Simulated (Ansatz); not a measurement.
Basis-set extrapolation for `C#C/C=C\C#C` (PBE0-D4/def2-TZVP geometry, frozen core, Ansatz 0.2.0). Multiplicity 1, RHF reference.

|  | def2-TZVPP | def2-QZVPP |
| --- | --- | --- |
| HF | -229.469562 | -229.478841 |
| MP2 correlation | -0.910765 | -0.969188 |
| CCSD(T) correlation | -0.983693 | not run |

Energies in hartree. Use E(X) = E(∞) + A·exp(−7.88·√X) for Hartree–Fock and E(X) = E(∞) + B·X^(−2.97) for correlation, with X = 3 and 4, and add CCSD(T) minus MP2 of the smaller set to the MP2 limit.

What is the CCSD(T) energy at the basis-set limit?

HF limit: -229.478841 + (-0.009279) × 0.13774 = -229.48012. MP2 limit: -0.969188 + (-0.058423) × 0.74074 = -1.01246. Higher-order term: -0.983693 − (-0.910765) = -0.07293. Total: -230.56551 hartree, 70.4 kcal/mol below CCSD(T)/def2-TZVPP.
